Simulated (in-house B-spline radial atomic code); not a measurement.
Results of a calculation; reference values are marked as such.
**F ion on Al atom: potential, deflection and energy transfer**

The pair potential comes from two frozen, spherical free-atom densities (PBE, B-spline radial code, scalar-relativistic past argon): electrostatics plus the change in Thomas-Fermi kinetic and Dirac exchange energy where they overlap, the recipe behind the universal ZBL potential, which averages such potentials (from solid-state densities) over many pairs. It is written V = (Z1 Z2 e²/r) φ(r/a), with e² = 14.3996 eV·Å and a = 0.46850 Å/(Z1^0.23 + Z2^0.23); ZBL's fit is φ = 0.18175 e^(−3.1998x) + 0.50986 e^(−0.94229x) + 0.28022 e^(−0.4029x) + 0.02817 e^(−0.20162x). Where φ falls below 4e-4 it is continued as an exponential.

Masses 19.0 and 26.98 u.

```tsv
x = r/a	φ, this pair	φ, ZBL
0.1	0.9063	0.8928
0.25	0.7887	0.7647
0.5	0.6448	0.6096
1	0.4536	0.4164
1.5	0.3319	0.2995
2	0.248	0.2218
3	0.1446	0.1292
4	0.09036	0.08026
5	0.05835	0.05224
6.5	0.03019	0.02914
8	0.01587	0.01705
10	0.007583	0.008778
12	0.004206	0.00474
14.5	0.002189	0.002328
17	0.001115	0.001212
```

(1) At x = 4 the electrostatic, kinetic and exchange parts are 0.17, 317.03 and -36.0 eV. Find r, V and φ.

(2) The ion comes in at 0.2121 keV with impact parameter 0.2707 Å. The scattering integral gives a centre-of-mass angle of 122.8° and a closest approach of 5.474 a. What are the reduced energy, the energy passed on and the laboratory angles?

## Answers

(1) a = 0.46850/(1.6576 + 1.8039) = 0.13535 Å, so r = 0.54139 Å. V = 0.17 + 317.03 + (-36.0) = 281.20 eV. The bare repulsion is 9 × 13 × 14.3996/0.54139 = 3111.9 eV, so φ = 0.0904, +12.6 % against ZBL's 0.0803. The kinetic (Pauli) term is 113 % of V here, as the other two terms together attract.

(2) ε = E a M2/(Z1 Z2 e² (M1 + M2)) = 212.1 × 4.7140e-05 = 0.01. The most that one collision can pass on is γE with γ = 4 M1 M2/(M1 + M2)² = 0.9699. Here T = γE sin²(θ/2) = 0.9699 × 212.1 × 0.7712 = 158.7 eV. The ion turns by arctan(sin θ/(cos θ + M1/M2)) = 79.1°, and the struck atom leaves at (180° − θ)/2 = 28.6°. The closest approach is 0.741 Å. With ZBL the angle would be 119.98° and T = 154.3 eV.
